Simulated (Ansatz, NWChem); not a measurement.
## How basis sets differ on NH (imidogen)

NH, triplet, SMILES `[NH]`. Each level relaxes the structure for itself.

Each level gives the harmonic wavenumber (cm⁻¹). The values are calculated.

**The experiment to reproduce.** Huber and Herzberg, Constants of Diatomic Molecules gives the harmonic wavenumber of the gas as 3282 cm⁻¹.

```tsv
level	kind	program	value (cm⁻¹)	computed − measured
UHF/STO-3G	Hartree–Fock	Ansatz	3620	+338
UHF/3-21G	Hartree–Fock	NWChem	3162	-120
UHF/6-31G* (Cartesian functions)	Hartree–Fock	Ansatz	3528	+246
UHF/cc-pVTZ	Hartree–Fock	Ansatz	3505	+223
```

Nearest: UHF/3-21G (-120 cm⁻¹); farthest: UHF/STO-3G (+338 cm⁻¹). Harmonic and unscaled.
